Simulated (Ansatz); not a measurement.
**C3H9NS: basis-set convergence**

One table from this session's results is given with a row withheld; the runs are named, their logs left out.

Computed with Ansatz 0.2.0, Gaussian basis. Level: one geometry, several basis sets.

Levels to be run: PBE0-D4/def2-SVP; ωB97M-V/def2-SVP; PBE0-D4/def2-QZVPP; ωB97M-V/def2-QZVPP; the functionals' def2-TZVPP values are taken from earlier runs.

## The relaxed structure

The geometry comes from an earlier relaxation with PBE0-D4 in a triple-zeta def2 set; it is a stationary point, not always the lowest conformer.

SMILES `CSCCN`, 14 atoms, charge 0, spin multiplicity 1.

Atoms are counted from 1 here; the program's logs count them from 0.

Bond lengths: C1–S2 1.798 Å, C1–H6 1.090 Å, C1–H7 1.092 Å, C1–H8 1.091 Å, S2–C3 1.805 Å, C3–C4 1.526 Å, C3–H9 1.094 Å, C3–H10 1.095 Å, C4–N5 1.447 Å, C4–H11 1.095 Å, C4–H12 1.095 Å, N5–H13 1.015 Å, N5–H14 1.013 Å. Angles: S2–C1–H6 106.7°, S2–C1–H7 110.9°, S2–C1–H8 112.2°, H6–C1–H7 108.7°, H6–C1–H8 108.5°, H7–C1–H8 109.8°, C1–S2–C3 100.5°, S2–C3–C4 114.4°, S2–C3–H9 104.8°, S2–C3–H10 108.9°, C4–C3–H9 110.1°, C4–C3–H10 111.1°, H9–C3–H10 107.3°, C3–C4–N5 115.9°, C3–C4–H11 109.3°, C3–C4–H12 108.3°, N5–C4–H11 108.4°, N5–C4–H12 108.6° and more.

The first run:

in.yaml reads:

```yaml
crystal:
  periodic: [false, false, false]
  atoms:
    - {symbol: C, position_ang: [-1.346538, 1.078402, 1.281423]}
    - {symbol: S, position_ang: [0.099985, 1.561266, 0.329633]}
    - {symbol: C, position_ang: [0.035792, 0.346969, -1.004193]}
    - {symbol: C, position_ang: [0.395670, -1.074047, -0.579515]}
    - {symbol: N, position_ang: [1.711795, -1.248074, -0.004243]}
    - {symbol: H, position_ang: [-1.441201, 1.797296, 2.095755]}
    - {symbol: H, position_ang: [-2.248606, 1.123988, 0.668057]}
    - {symbol: H, position_ang: [-1.242510, 0.081460, 1.711234]}
    - {symbol: H, position_ang: [0.753165, 0.710042, -1.746517]}
    - {symbol: H, position_ang: [-0.956450, 0.381209, -1.466453]}
    - {symbol: H, position_ang: [-0.346215, -1.436087, 0.139629]}
    - {symbol: H, position_ang: [0.307525, -1.727748, -1.454035]}
    - {symbol: H, position_ang: [1.837359, -0.580740, 0.750029]}
    - {symbol: H, position_ang: [2.427328, -1.043339, -0.692003]}
basis:
  gaussian: {orbitals: def2-SVP}
hamiltonian: {xc: pbe0, dispersion: d4}
output: {orbitals: {seedname: orbitals}}
```

Run with:

```bash
$ ansatz run in.yaml --threads 4 --pin off --events-out ev --progress --plain --max-ram 10444MiB
```

Among the steps run: PBE0-D4 in def2-SVP; ωB97M-V in def2-SVP; PBE0-D4 in def2-QZVPP; ωB97M-V in def2-QZVPP.

One of the session's tables, all rows but one given; the rest of the session is left out.

It belongs to the step «Functionals by basis». 

| functional | basis | HOMO (eV) | LUMO (eV) |
| --- | --- | --- | --- |
| PBE0-D4 | def2-SVP | -6.28 | 1.55 |
| PBE0-D4 | def2-TZVPP | -6.39 | 0.94 |
| PBE0-D4 | def2-QZVPP | -6.43 | 0.52 |
| ωB97M-V | def2-SVP | -8.51 | 3.26 |
| ωB97M-V | def2-TZVPP | ? | ? |
| ωB97M-V | def2-QZVPP | -8.67 | 1.77 |

**Question.** Estimate the row for ωB97M-V, def2-TZVPP.

**Answer.** HOMO (eV): -8.63; LUMO (eV): 2.48. In the column «HOMO (eV)» it lies between ωB97M-V, def2-QZVPP (-8.67) and ωB97M-V, def2-SVP (-8.51).
